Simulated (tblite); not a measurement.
Compound: C4H7FN (doublet state).
SMILES with atom numbers: `[NH2:1][CH2:2][C@@H:3]1[CH:4][C@@H:5]1[F:6]` (hydrogens: H7, H8 on N1; H9, H10 on C2; H11 on C3; H12 on C4; H13 on C5)

Geometry (GFN2-xTB, Å), atoms numbered from 1 in this order:
```xyz
13
C4H7FN angstrom
N      1.874   -0.311    0.410
C      0.906    0.071   -0.603
C     -0.452   -0.520   -0.237
C     -1.689    0.092   -0.707
C     -1.352    0.262    0.699
F     -0.901    1.484    1.144
H      2.803   -0.005    0.145
H      1.642    0.136    1.292
H      1.227   -0.354   -1.559
H      0.796    1.160   -0.725
H     -0.393   -1.601   -0.120
H     -2.548   -0.209   -1.259
H     -1.917   -0.205    1.503
```

Level: GFN2-xTB in tblite, geometry and Hessian alike; calculated harmonic values, unscaled, isolated species. The method is semi-empirical: single wavenumbers can be off by several per cent or more. One conformer, not necessarily the lowest. Open shells enter through the occupations alone, without spin polarisation, and single modes of such species can be off by tens of per cent.

Harmonic wavenumbers (cm⁻¹): 61.9, 174.2, 238.4, 258.7, 348.9, 394.7, 526.6, 557.6, 801.9, 823.2, 892.0, 935.7, 980.0, 1002.6, 1041.1, 1074.9, 1113.1, 1133.6, 1136.4, 1198.2, 1242.5, 1270.9, 1345.0, 1417.3, 1473.2, 1558.5, 2855.1, 2954.0, 2961.1, 2970.9, 3198.0, 3390.7, 3423.7.

A = 5832, B = 2844, C = 2193 MHz; mass 88.056 u (most abundant isotopes); point group C1, symmetry number 1; spin multiplicity 2.

**Question.** Zero-point energy?

**Answer.** Half the sum of the wavenumbers: 22377 cm⁻¹ = 63.98 kcal/mol.

**Question.** Give the ideal-gas entropy at 350 K and 1 bar in the rigid-rotor, harmonic-oscillator model (classical rotation).

**Answer.** Translation 40.16, rotation 27.06, vibration 18.07, spin (R ln 2) 1.38: S = 86.7 cal/(mol K).

**Question.** And Cp and H(350 K) − H(0)?

**Answer.** Cp = 29.64 cal/(mol K), of which vibrations give 21.69 (their classical limit is 33 R = 65.6); H(350 K) − H(0) = 6.31 kcal/mol without the zero-point energy, 3.53 from vibrations.

**Question.** What must be added to the electronic energy to get the Gibbs energy at 350 K and 1 bar?

**Answer.** ZPE + [H(350 K) − H(0)] − T·S = 63.98 + 6.31 − 30.33 = 39.96 kcal/mol.

**Question.** How do the functions run with temperature in this model?

**Answer.** 
```tsv
T (K)	S (cal/(mol K))	Cp (cal/(mol K))	H − H(0) (kcal/mol)	G − H(0) (kcal/mol)	ln q(vib)
150	68.1	16.3	1.75	-8.47	1.28
250	77.9	22.7	3.70	-15.79	2.60
298.15	82.2	26.0	4.87	-19.64	3.27
400	90.8	33.0	7.88	-28.46	4.75
600	106.3	43.5	15.59	-48.21	7.76
900	126.0	53.2	30.22	-83.16	12.20
```

q(vib) and H(0) count from the zero-point level.

Hindered rotation and anharmonicity are outside this model. Other conformers, if any are populated, would add a mixing term that is left out. The structure is chiral; the term R ln 2 for an equal mix with its mirror image is left out.
